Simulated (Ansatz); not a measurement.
# Al2 (quintet): wave-function methods side by side, def2-TZVPP

The task here is to estimate one member of a computed series from the others.

Program: Ansatz 0.2.0, Gaussian basis. Level of theory: def2-TZVPP, core rule «outside noble gas», up to 10 orbitals frozen. These are calculated values, not measurements.

To be run: UHF; ROHF; CCSD(T) on UHF.

2 further runs of the same task are left out: 2 set aside as unsound or not needed.

## The geometry

The geometry is a PBE0/def2-TZVP stationary point (not a proven minimum) of the parent state, kept for this charge and spin.

2 atoms, charge 0, spin multiplicity 5.

Atoms are counted from 1 here; the program's logs count them from 0.

Bond lengths: Al1–Al2 2.479 Å.

Set-up of the first run:

in.yaml

```yaml
crystal:
  periodic: [false, false, false]
  atoms:
    - {symbol: Al, position_ang: [0.000000, 0.000000, 0.000000]}
    - {symbol: Al, position_ang: [0.000000, 0.000000, 2.478843]}
basis:
  gaussian: {orbitals: def2-TZVPP}
magnetization: {spin_polarized: true, initial_magnetization: 4}
hamiltonian: {xc: hf}
output: {orbitals: {seedname: orbitals}}
```

Launch:

```bash
ansatz run in.yaml --threads 1 --pin off --events-out ev --progress --plain --max-ram 4096MiB --backend cpu
```

Among the steps run: UHF; ROHF; CCSD(T) on UHF.

One of the session's tables, all rows but one given; the rest of the session is left out.

| method | from UCCSD(T) (meV) |
| --- | --- |
| ROHF | +2892.9 |
| UHF | ? |
| UMP2 | +691.3 |
| UCCSD | +206.6 |
| UCCSD(T) | 0 |

Q: Estimate the row for UHF from the others.

**Answer.** from UCCSD(T) (meV): +2877.3. In the column «from UCCSD(T) (meV)» it lies between UMP2 (+691.3) and ROHF (+2892.9).
